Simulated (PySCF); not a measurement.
SiH3Cl, optimised at HF/6-31G*:

```xyz
5

Si    -0.0147     0.0095    -0.0174
Cl    -0.0166     0.8266    -1.9166
H     -0.0214    -1.4525    -0.1447
H      1.1959     0.4621     0.6778
H     -1.2173     0.4725     0.6847
```

Energies from PySCF (xtb for GFN2), thermal terms from the rigid-rotor harmonic-oscillator model, ideal gas at 1 bar. 6-31G* has spherical d functions here. All species are closed-shell singlets. B3LYP is the form with VWN-RPA correlation.

Task: List the harmonic frequencies (cm⁻¹, unscaled) at this level and at the other levels, each on its own geometry.

Result: 
- HF/6-31G*: 566, 719, 719, 1043, 1043, 1050, 2426, 2430, 2430
- B3LYP/6-31G*: 535, 661, 661, 954, 954, 966, 2274, 2291, 2291
- GFN2-xTB: 512, 546, 546, 777, 785, 785, 2295, 2295, 2317
- PBE/def2-SVP: 538, 636, 636, 907, 907, 928, 2178, 2192, 2192
- PBE0/def2-TZVP: 552, 656, 656, 944, 947, 947, 2248, 2260, 2260
